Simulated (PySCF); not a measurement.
Vibration and rotation of HF

RHF-CCSD(T) constants of HF, ¹Σ⁺ (singlet), closed shell (basis H cc-pVTZ, F cc-pVTZ; no relativity; PySCF 2.14; masses 1.0078 and 18.9984 u):

| Item | Value |
| --- | --- |
| ωe | 4177.4 cm⁻¹ |
| ωexe | 88.7 cm⁻¹ |
| Be | 20.936 cm⁻¹ |
| αe | 0.772 cm⁻¹ |
| De to H + F | 5.94 eV |

Task: What force constant and bond length do these constants imply?

Result: Reduced mass μred = 0.95706 u; k = 5.8918×10⁻⁷·μred·ωe² (u, cm⁻¹, mdyn/Å) = 9.84 mdyn/Å; Re = √(16.8576/(μred·Be)) (u, cm⁻¹, Å) = 0.917 Å.

Task: Estimate the centrifugal constant D from the Kratzer relation and find the Dunham coefficient a1.

Result: D = 4Be³/ωe² = 0.00210 cm⁻¹; a1 = −1 − αeωe/(6Be²) = -2.23.

Correlated steps freeze 1 core orbital. Where the molecule has an RHF reference, its open-shell atoms are computed with UHF.
